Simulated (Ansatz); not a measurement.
## HSiC, doublet in 6-31G: errors against full CI

Geometry: a point of a stretch scan, not a stationary point.

| atom | x (Å) | y (Å) | z (Å) |
| --- | --- | --- | --- |
| Si | 0.0000 | 0.0000 | -0.0302 |
| C | 0.0000 | 0.0000 | -1.7565 |
| H | 0.0000 | 0.0000 | 1.7868 |

Basis 6-31G; Ansatz 0.2.0. Only valence electrons are correlated (noble-gas cores frozen), which leaves 9 electrons in 18 orbitals. R marks a restricted (for open shells ROHF) determinant, U an unrestricted one. Active spaces: valence = (9e, 9o) chosen from the atoms' valence shells; pair = (3e, 3o) about the gap.

Full CI is exact within this basis and frozen core; it isn't the basis-set limit. The frozen core follows each run's orbitals, which can shift R against U totals by a few meV.

Unrestricted rows (U) aren't spin-pure: their determinants' ⟨S²⟩ exceeds S(S+1) by up to 0.15, so they mix in states of higher spin. Coupled cluster chose its determinant by trial CCSD, here up to 1.18 eV above the lowest Hartree–Fock solution of its kind. For open shells CISD and CISDTQ are restricted-active-space CI with the open shells as a complete middle space.

* UHF ⟨S²⟩: 2.338
* ⟨S²⟩ of the determinant under UCCSD: 0.895
* T1 diagnostic (RCCSD): 0.0448
* largest doubles amplitude (RCCSD): 0.163
* T1 diagnostic (UCCSD): 0.0546

```
    level  E − E(RHF) (eV)
     RMP2          -4.2497
    RCCSD          -4.8026
   UCCSD*          -4.7988
 RCCSD(T)          -5.0899
UCCSD(T)*          -5.0813
```

(1) Estimate how far full CI in 6-31G lies from RCCSD(T). The table doesn't fix it; the size of (T) and the diagnostics are the guide.

(1) Full CI in 6-31G lies 1.96 kcal/mol below RCCSD(T), which is 30 % of the (T) step (-6.62 kcal/mol). T1 is raised, a doubles amplitude is large, and the rest is a large part of (T). The miss exceeds 1 kcal/mol.

The other levels:

```
                            level  E − E(full CI) (kcal/mol)  share of correlation (%)  wall time
                             UHF†                      91.46                         –     0.52 s
                             CISD                      18.62                     84.40     0.69 s
                         BCCD(T)*                       2.26                     98.11        2 s
                           RCCSDT                       1.40                     98.83          –
                           UCCSDT                       1.42                     98.81          –
                           CISDTQ                       1.49                     98.75        8 s
                        RCCSDT(Q)                       0.11                     99.91      5.5 s
                        UCCSDT(Q)                       0.04                     99.96      8.5 s
                          RCCSDTQ                       0.24                     99.80       46 s
              CASSCF (pair space)                      98.69                     17.29          –
              NEVPT2 (pair space)                      23.78                     80.07     0.51 s
              MRCISD (pair space)                      14.22                     88.09          –
            MRCISD+Q (pair space)                       2.75                     97.69     0.63 s
           CASSCF (valence space)                      25.60                     78.55          –
           NEVPT2 (valence space)                       6.78                     94.32      3.3 s
           MRCISD (valence space)                       0.84                     99.30          –
         MRCISD+Q (valence space)                       0.21                     99.82      4.7 s
MRCISD+Q(relaxed) (valence space)                      -0.05                    100.04      6.5 s
```

An asterisk marks runs whose energy the program itself flagged as in doubt. A dagger marks rows that describe another state than the reference (another or a broken symmetry, a higher spin or other natural occupations), so the difference isn't the method's error.

The correlation energy at full CI, counted from RHF, is -5.175 eV. That run took 2.1 min on 1 thread of Arm Neoverse V1, shared host over 6,554,240 determinants.

Run but not shown, since their state or frozen core can't be matched to the reference's or they repeat it: UMP2.

Times hold each run's SCF and search for its determinant on a shared host, so for small cases they say little of a method's own cost; they ran on 1 thread of Arm Neoverse V1.

The full-CI state has the irrep B2 of C2v, in the program's axes (one component, if the state is degenerate).

Natural occupations of full CI about the gap: 1.969 1.935 1.865 1.846 0.961 0.159 0.134 0.070 0.023 0.010; effectively unpaired electrons, Σ n²(2−n)², 1.33.
